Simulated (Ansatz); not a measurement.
`[Li][F]` + `[Li][OH]` → `[Li][O][Li]` + H–F  (ligand exchange at a Li–F bond)

Isolated molecules relaxed with PBE0-D4/def2-TZVP in Ansatz; ΔE leaves out vibrations. CBS: MP2 limit from def2 TZ/QZ plus the TZ coupled-cluster correction, frozen cores. This one scheme is used for every species. DFT in def2-TZVPP. For Li outer-core shells are correlated without core-valence functions, which leaves a few kJ/mol of doubt a bond.

Task: Is it downhill or uphill in electronic energy at CCSD(T)/CBS, and by how much? (An estimate is asked.)

Result: The calculation gave: Uphill: ΔE = +146.5 kJ/mol.

Task: What do these levels give: BHLYP-D4, B2PLYP, BHLYP, RPA@PBE/def2-TZVPP, MP2/def2-SVP, SCS-MP2/def2-TZVPP? (Estimate.)

Result: Computed: BHLYP-D4 156.4, B2PLYP 141.2, BHLYP 157.0, RPA@PBE/def2-TZVPP 133.7, MP2/def2-SVP 120.4, SCS-MP2/def2-TZVPP 138.3 kJ/mol.

Largest T1 diagnostic among the species: 0.021, so the coupled-cluster value is less sure than usual.

In def2-TZVPP, CCSD(T) changes the Hartree–Fock value by −26.5 kJ/mol (the triples alone add −6.3 kJ/mol) and MP2 by −33.6 kJ/mol. Leaving LDA and LC-ωPBE aside and taking each functional with its dispersion term where it has one, the values, not all of them listed here, spread over 17.2 kJ/mol, from PBE-D4 to BHLYP-D4. At CCSD(T), def2-SVP lies −17.6 kJ/mol from the extrapolated value and def2-TZVPP −4.5 kJ/mol.
